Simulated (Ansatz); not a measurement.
```yaml
crystal:
  periodic: [false, false, false]
  atoms:
    - {symbol: W, position_ang: [-0.206915, -0.223651, -0.032938]}
    - {symbol: Cl, position_ang: [2.082627, -0.644240, 0.114836]}
    - {symbol: Cl, position_ang: [-1.009293, 1.856450, 0.059919]}
    - {symbol: H, position_ang: [-0.013470, -1.845886, -0.139202]}
basis:
  gaussian: {orbitals: def2-TZVP}
magnetization: {spin_polarized: true, initial_magnetization: 5}
hamiltonian: {xc: pbe0}
relax: {f_tol: 0.004, max_steps: 80}
```

```sh
$ ansatz run in.yaml --threads 1 --pin off --events-out ev --progress --plain --max-ram 2176MiB
```

Steps of the relaxation (energy above the last step; positions in Å, forces in eV/Å):

```
4
step 1, 1030.6 meV
W    -0.207   -0.224   -0.033   -0.375    2.566    0.163
Cl    2.083   -0.644    0.115   -0.386   -0.558   -0.072
Cl   -1.009    1.856    0.060   -0.460    1.111    0.047
H    -0.013   -1.846   -0.139    1.220   -3.119   -0.138
```

```
4
step 2, 407.5 meV
W    -0.245   -0.142   -0.030   -0.165    0.584    0.031
Cl    2.011   -0.735    0.102   -0.383   -0.475   -0.066
Cl   -1.058    1.977    0.065   -0.142    0.177    0.002
H     0.145   -1.958   -0.135    0.690   -0.287    0.033
```

```
4
step 3, 209.1 meV
W    -0.288   -0.080   -0.029    0.114   -0.184   -0.005
Cl    1.911   -0.889    0.083   -0.018   -0.304   -0.024
Cl   -1.106    2.038    0.066   -0.185    0.124   -0.005
H     0.336   -1.926   -0.118    0.090    0.365    0.034
```

```
4
step 4, 116.6 meV
W    -0.234   -0.024   -0.020    0.035    0.213    0.019
Cl    1.902   -1.059    0.070    0.073   -0.212   -0.010
Cl   -1.210    2.046    0.058   -0.117   -0.075   -0.015
H     0.395   -1.820   -0.105    0.009    0.074    0.006
```

```
4
step 11, 0.0 meV
W    -0.020    0.233    0.016    0.003   -0.001    0.000
Cl    1.882   -1.424    0.041   -0.001    0.003    0.000
Cl   -1.472    2.002    0.035    0.000    0.001    0.000
H     0.463   -1.669   -0.089   -0.001   -0.003    0.000
```

Close pairs at the end: Cl2–H4 1.446 Å, W1–H4 1.964 Å, W1–Cl3 2.289 Å, W1–Cl2 2.523 Å.

A stationary point of unrestricted PBE0 after 11 steps, with ⟨S²⟩ = 8.763 against 8.75 for a pure state; no frequencies were run, so it isn't proven a minimum. 92 s on 1 thread of Arm Neoverse V1, shared host.
